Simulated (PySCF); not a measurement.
Molfile (atoms numbered from 1):
```
CCl3F
     RDKit          3D

  5  4  0  0  0  0  0  0  0  0999 V2000
    0.0603   -0.1410    1.3961 F   0  0  0  0  0  0  0  0  0  0  0  0
    0.0046   -0.0063    0.0667 C   0  0  0  0  0  0  0  0  0  0  0  0
   -0.4579    1.6606   -0.3126 Cl  0  0  0  0  0  0  0  0  0  0  0  0
    1.6028   -0.3706   -0.6039 Cl  0  0  0  0  0  0  0  0  0  0  0  0
   -1.2011   -1.1397   -0.5634 Cl  0  0  0  0  0  0  0  0  0  0  0  0
  1  2  1  0
  2  3  1  0
  2  4  1  0
  2  5  1  0
M  END
```

Geometry: GFN2-xTB; GIAO absolute shieldings from PySCF 2.14, gas phase, non-relativistic, averaged over equivalent atoms.

At wB97X/IGLO-III (202 basis functions, of the order of 13 core-seconds):
| atoms | σ (ppm) |
| --- | --- |
| F1 | 185.9 |
| C2 | 42.8 |
| Cl3/Cl4/Cl5 | 404.4 |

Task: What do these become at wB97X-D/IGLO-III?

Result: 
| atoms | σ at wB97X-D/IGLO-III | change |
| --- | --- | --- |
| F1 | 177.7 | -8.2 |
| C2 | 36.6 | -6.2 |
| Cl3/Cl4/Cl5 | 384.5 | -19.9 |

The largest change is at Cl3/Cl4/Cl5 (chlorine bonded to C). Cost: 202 basis functions, roughly 12 core-seconds.

Carbons that carry Cl, above all several Cl atoms, come out too deshielded, partly because spin–orbit coupling is missing.
